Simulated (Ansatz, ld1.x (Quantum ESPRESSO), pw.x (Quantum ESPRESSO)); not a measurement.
# Equation-of-state test of one TM potential (V)

vanadium (V), norm-conserving Troullier–Martins (Kleinman–Bylander form), made with ld1.x (Quantum ESPRESSO) 7.5 (PBEsol, scalar-relativistic). Core [Ar], reference 3d3 4s2 4p0. Waves: 4s (bound): rc 2.50 bohr; 3d (bound): rc 1.60 bohr; 4f channel at -0.15 Ry: rc 2.75 bohr; 4p (bound, empty): rc 2.95 bohr. Local part: the p channel. Core correction: none.

Atomic tests: cutoffs needed: 80 Ry and 90 Ry (the cutoffs (Ry, on a coarse ladder) from which the occupation-weighted sum of valence levels, in a spherical-Bessel basis at the reference potential, stays within 10 and 1 mRy of its value at 400 Ry); ghost test: no extra level below or beside the all-electron valence levels (s, d, f, p tested) (spherical-Bessel basis up to 400 Ry, 20 bohr box); configuration tests: 2 of 7 tests not solved or not reliable.

Crystal test: diamond V in pw.x 7.5, no spin, 9³ k-points, Fermi–Dirac smearing 0.01 Ry, cutoffs 110/440 Ry. The reference is all-electron LAPW (Ansatz 0.2.0) with the same functional, mesh and smearing; V0 and B0 come from Birch–Murnaghan fits to the pressures at five volumes. Errors are pseudo minus all-electron; Δ is the rms difference of the E(V) curves that follow from these fits, minima aligned, over ±6 % about the mean V0. Mesh and smearing are coarse, so the numbers serve the comparison and aren't converged zero-temperature values; the lattice is a test structure that the element need not adopt.

| V (Å³/atom) | P all-electron (GPa) | P pseudo (GPa) |
| --- | --- | --- |
| 16.754 | 3.96 | 23.27 |
| 17.195 | 1.89 | 20.07 |
| 17.636 | 0.05 | 17.23 |
| 18.077 | -1.59 | 14.69 |
| 18.518 | -3.04 | 12.43 |

All-electron: a0 = 5.207 Å (V0 = 17.65 Å³/atom), B0 = 69.2 GPa.

Pseudopotential: mean pressure error (GPa): +17.28. The pressure does not cross zero within the volumes sampled, so no fit is given. The largest radius (2.95 bohr) exceeds half the bond length (2.13 bohr), so the spheres overlap, which is one possible source of error among others. This is a poor potential for the solid. Atomic configuration tests: 2 of 7 tests not solved or not reliable. The logarithmic derivative shows an extra or strongly shifted pseudo pole above the reference energy (s near 0.11 Ry).

Question: At the middle volume, how do free energy and pressure move when the wave cutoff is lowered (ecutrho kept at four times it)?

Answer:

```csv
cutoff (Ry),shift of F (meV/atom),shift of P (GPa)
50,+5839.4,-179.97
66,+763.9,-41.98
88,+15.2,-1.87
```

The run at the middle volume (35 k-points, 11 iterations) took about 35 s on one core of a shared host (Neoverse-V1, 32 threads, 247 GiB, load 12).
